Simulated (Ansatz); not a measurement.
Ansatz (a quantum-chemistry and plane-wave program) input (CCSD(T)/cc-pV(Q+d)Z): A basis named .json is the Basis Set Exchange file of that set (core-valence sets with the plain set on hydrogen).

Ansatz 0.2 input:
```yaml
crystal:
  periodic: [false, false, false]
  atoms:
    - {symbol: Cl, position_ang: [-0.00000000, -0.00000000, -0.50551697]}
    - {symbol: O, position_ang: [0.00000000, 0.00000000, 1.07422357]}
basis:
  gaussian:
    orbitals: cc-pV_Q+d_Z.json
magnetization: {spin_polarized: true, initial_magnetization: 1}
correlation: {method: ccsd_t, electrons: outside_noble_gas}
```

Output:

```
Functional definition: HF
integrals: 0.29 GiB planned
736 factors; integrals over basis functions are off by at most 8.3e-4 eV
mean field: 0.33 GiB planned
mean field evaluation 1: about -14537.0858 eV, gradient 1.9e1 eV
mean field evaluation 2: about -14537.1529 eV, gradient 1.9e1 eV
mean field evaluation 4: about -14539.0522 eV, gradient 3.4e0 eV
mean field evaluation 8: about -14539.4559 eV, gradient 7.7e-1 eV
mean field evaluation 16: about -14539.4812 eV, gradient 1.6e-6 eV
mean field evaluation 32: about -14539.4812 eV, gradient 2.7e-2 eV
mean field evaluation 64: about -14539.4812 eV, gradient 9.2e-4 eV
mean field evaluation 96: about -14530.6568 eV, gradient 2.6e1 eV
mean field evaluation 128: about -14533.9237 eV, gradient 8.2e0 eV
mean field -14539.48122128 eV, -534.3160796676 hartree, gradient 2.2e-6 eV, S^2 0.769369; 2 other end points of the search recorded, 0 dependent functions left out
6 core orbitals not correlated
reference -14539.48122128 eV, -534.3160796676 hartree; 7, 6 occupied and 106, 107 virtual orbitals, 736 factors
second order -11.45897043 eV of doubles, -0.00000000 eV of singles
coupled cluster: 0.71 GiB planned
cycle   1  -11.72425821 eV  change   -2.7e-1 eV  update   9.1e-2
cycle   2  -12.07334307 eV  change   -3.5e-1 eV  update   3.2e-2
cycle   3  -12.18416453 eV  change   -1.1e-1 eV  update   3.0e-2
cycle   4  -12.20247485 eV  change   -1.8e-2 eV  update   1.8e-2
cycle   5  -12.21683777 eV  change   -1.4e-2 eV  update   7.7e-3
cycle   6  -12.21926429 eV  change   -2.4e-3 eV  update   1.9e-3
cycle   7  -12.21941999 eV  change   -1.6e-4 eV  update   6.8e-4
cycle   8  -12.21966984 eV  change   -2.5e-4 eV  update   2.8e-4
cycle   9  -12.21945879 eV  change    2.1e-4 eV  update   1.1e-4
cycle  10  -12.21945232 eV  change    6.5e-6 eV  update   4.1e-5
cycle  11  -12.21949172 eV  change   -3.9e-5 eV  update   1.5e-5
cycle  12  -12.21949202 eV  change   -3.1e-7 eV  update   5.8e-6
perturbative correction -0.55642501 eV, -0.0204482421 hartree
Total energy: -14552.25713831 eV, -534.7855859589 hartree
```
